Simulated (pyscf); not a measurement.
Single points on ωB97X-D3(BJ)/def2-SVP structures (PySCF, gas phase).

SMILES: [CH3][GaH][CH](C)C
```xyz
16

C     -2.2195     0.1886    -2.4255
Ga    -1.4071     1.2673    -0.9901
C      0.4711     1.0169    -0.4057
C      1.1291    -0.2156    -1.0360
C      0.5803     1.0029     1.1259
H     -1.5571    -0.6128    -2.7869
H     -3.1639    -0.2655    -2.0817
H     -2.4769     0.8353    -3.2820
H     -2.2769     2.3792    -0.2802
H      1.0037     1.9183    -0.7688
H      0.6200    -1.1458    -0.7286
H      2.1877    -0.3120    -0.7334
H      1.1014    -0.1814    -2.1375
H      0.0583     0.1326     1.5619
H      0.1428     1.9076     1.5789
H      1.6331     0.9403     1.4559
```

**Question.** How much does it cost (ΔH, 298 K, ωB97M-D3(BJ)/def2-TZVP) to split H₃C–GaH–CH(CH₃)–CH₃ (SMILES [CH3][GaH][CH](C)C) at its C–Ga bond into [H₃C–GaH]• + H₃C–CH•–CH₃?

**Answer.** C–Ga to [H₃C–GaH]• + H₃C–CH•–CH₃: 271.6 kJ/mol. The 7 functionals that were run give +245.9 (r²SCAN) to +288.7 kJ/mol (ωB97X-D3(BJ)). The radicals are drawn with the spin at the cut bond; how far it spreads was not checked. H₃C–GaH–CH(CH₃)–CH₃ lies 37.7 kJ/mol over its isomer H₃C–CH₂–Ga(CH₃)–CH₃, and others may lie lower still (electronic energy, ωB97M-D3(BJ)). Other isomers of [H₃C–GaH]•, H₃C–CH•–CH₃ were not searched in full and may lie lower. Elements up to Kr have no core potential and no relativistic terms here.
